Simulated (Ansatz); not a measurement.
C₄H₁₀N₂ (`C1CNCCN1`), relaxed with RKS PBE0-D4/def2-TZVP in Ansatz 0.2.0 from a GFN2-xTB geometry. The force threshold is 0.005 eV/Å; the program also tests the step.

Total charge 0; spin multiplicity 1.

Start:

```xyz
16

C    -0.528    1.052   -0.924
C    -1.344   -0.056   -0.213
N    -0.687   -0.339    1.051
C     0.608   -0.970    0.848
C     1.401   -0.129   -0.179
N     0.811    1.181   -0.374
H    -1.025    2.018   -0.829
H    -0.431    0.819   -1.989
H    -2.360    0.285   -0.010
H    -1.406   -0.953   -0.855
H    -1.272   -0.921    1.641
H     0.520   -2.011    0.490
H     1.119   -0.985    1.814
H     1.412   -0.628   -1.152
H     2.435    0.000    0.148
H     0.749    1.637    0.532
```

```csv
step,energy (eV),largest force (eV/Å),largest move (Å)
1,-7284.8654,0.243,0.000
2,-7284.8758,0.125,0.038
3,-7284.8780,0.040,0.025
4,-7284.8792,0.054,0.044
5,-7284.8813,0.067,0.072
6,-7284.8820,0.039,0.012
7,-7284.8823,0.010,0.016
8,-7284.8823,0.007,0.018
9,-7284.8823,0.002,0.004
```

End:

```xyz
16

C    -0.537    1.083   -0.891
C    -1.315   -0.082   -0.249
N    -0.719   -0.349    1.044
C     0.600   -0.944    0.893
C     1.376   -0.159   -0.186
N     0.838    1.167   -0.415
H    -1.027    2.033   -0.667
H    -0.535    0.969   -1.981
H    -2.365    0.187   -0.118
H    -1.290   -0.965   -0.912
H    -1.313   -0.935    1.612
H     0.558   -2.008    0.604
H     1.117   -0.888    1.855
H     1.340   -0.697   -1.139
H     2.431   -0.084    0.087
H     0.841    1.671    0.462
```

It took 36 s on 2 threads of an AMD EPYC 7R13 on a shared host and a share of an NVIDIA H100 80 GB, with 0.88 GiB of host memory at the peak.
